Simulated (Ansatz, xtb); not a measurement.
C3H6OS: which of two isomers lies lower

We compare a, `CSCC=O`, a singlet, with b, `CC(=O)CS`, a singlet. Both are isolated molecules in the gas phase, relaxed with B3LYP-D3(BJ)/def2-SVP; each stands in its lowest conformer found.

**Question.** Which of the two would you expect CCSD(T)/def2-SVP + ΔMP2/def2-TZVPP electronic energies to favour?

**Answer.** Structure b; the calculation gives E(b) − E(a) = −0.277 eV.

Level by level:

| level | geometry | E(b) − E(a) (eV) | departure from the last row (eV) | job, with rough time for the two |
| --- | --- | --- | --- | --- |
| GFN2-xTB | GFN2-xTB | −0.451 | −0.175 | optimisation, 0.26 s |
| HF/STO-3G | GFN2-xTB | −0.215 | +0.062 | single point, 0.63 s |
| r2SCAN-D4/def2-SVP | GFN2-xTB | −0.392 | −0.116 | single point, 3.4 s |
| B3LYP-D3(BJ)/def2-SVP | B3LYP-D3(BJ)/def2-SVP | −0.340 | −0.063 | optimisation, 60 s |
| HF/def2-SVP | B3LYP-D3(BJ)/def2-SVP | −0.392 | −0.115 | part of the CCSD(T) run |
| MP2/def2-SVP | B3LYP-D3(BJ)/def2-SVP | −0.387 | −0.111 | part of the CCSD(T) run |
| CCSD(T)/def2-SVP | B3LYP-D3(BJ)/def2-SVP | −0.388 | −0.111 | single point |
| CCSD(T)/def2-SVP + ΔMP2/def2-TZVPP | B3LYP-D3(BJ)/def2-SVP | −0.277 |  | single point, 31 s |

As drawn, b has 1 C–C, 1 S–H in place of 1 C–S, 1 C–H.

None of the levels shown reverses the order. The largest departure from CCSD(T)/def2-SVP + ΔMP2/def2-TZVPP is that of GFN2-xTB, 0.175 eV. The last row adds to CCSD(T) the change of the MP2 difference between the two basis sets, here +0.111 eV.

With harmonic frequencies from B3LYP-D3(BJ)/def2-SVP (ideal gas, rigid rotor, one conformer each, 298.15 K, 1 atm): on the last row, ΔE + ΔZPE = −0.327, ΔH = −0.326, ΔG = −0.331 eV.

The correlated steps freeze 9 core orbitals. Run with Ansatz 0.2.0, xtb 6.7.1; the last row on 2 threads of Intel(R) Xeon(R) Processor @ 2.70GHz on a shared host.
